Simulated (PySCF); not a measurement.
Vertical excitations of a molecule C4H8 from TDDFT-PBE/def2-SVPD (PySCF 2.14.0), as energy in eV (oscillator strength): 6.02 (0.000), 6.97 (0.376), 7.04 (0.000), 7.16 (0.035), 7.73 (0.000), 7.89 (0.013), 7.91 (0.000), 8.27 (0.071), 8.32 (0.002), 8.36 (0.004). Lowest triplet (TDA): 4.37 eV. Coordinates come from a B3LYP-D3(BJ)/def2-SVP optimisation. Other conformers were not sampled.

Which molecule gave these data?
A) CC1CC1
B) C1CCC1
C) C/C=C\C
D) C=C(C)C

D, C=C(C)C
